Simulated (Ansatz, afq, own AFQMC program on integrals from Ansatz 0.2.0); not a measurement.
Where AFQMC and coupled cluster stand for Ge, triplet

A free Ge atom.

Basis cc-pVDZ. Only valence electrons are correlated. AFQMC by an in-house program on the Cholesky factors that Ansatz 0.2.0 writes for its CCSD(T) run. The CISD trial takes its coefficients from CCSD amplitudes. Released means that phaseless walkers are propagated on without the constraint, phases kept. Free projection: walkers drawn from exp(T), propagated without any constraint. Its projection time is finite, and what remains of the start isn't in its error. Error bars are statistical, one sigma. No spin–orbit coupling.

Determinant: UHF, the one that the program's search chose, which needn't be the lowest solution.

No full CI on the walks' own integrals is used here; CCSDT(Q) serves as the reference and is uncertain by about the last step of the cluster series.

Cautions: no relativity below Rb; no spin-orbit coupling; inner d shell frozen.

```
T1 diagnostic                               : 0.0078
weight of the determinant in the CISD state : 0.948
⟨S²⟩ of the determinant                     : 2.009
size of the correlated space                : 4 electrons in 13 orbitals
```

Reference: CCSDT(Q), correlation energy -1.559 eV. The released energy is read at 1.50 1/Eh (meV from the phaseless value at times in 1/Eh: -1.1 ± 1.1 at 0.24, -1.8 ± 1.0 at 0.50, -3.3 ± 0.9 at 1.00, -3.8 ± 1.0 at 1.50).

```csv
level,E − E(reference) (kJ/mol),share of correlation (%)
HF,150.4,0.00
MP2,45.0,70.11
CCSD,2.6,98.25
CCSD(T),0.8,99.49
CCSDT,0.1,99.96
ph-AFQMC/CISD,0.3 ± 0.08,99.78
released AFQMC,0.0 ± 0.09,100.02
free AFQMC,-0.1 ± 0.08,100.09
```

Free projections are given only where their last times agree within the noise and don't stop above the reference; a slow remainder of the start can still hide under it. A walk keeps the symmetry of its determinant, which the program's search chose and which needn't be the lowest solution, so a lower state of the same spin and another symmetry isn't excluded. Released energies are given only where the last usable release times agree within the noise; a slower fall can still hide under it.
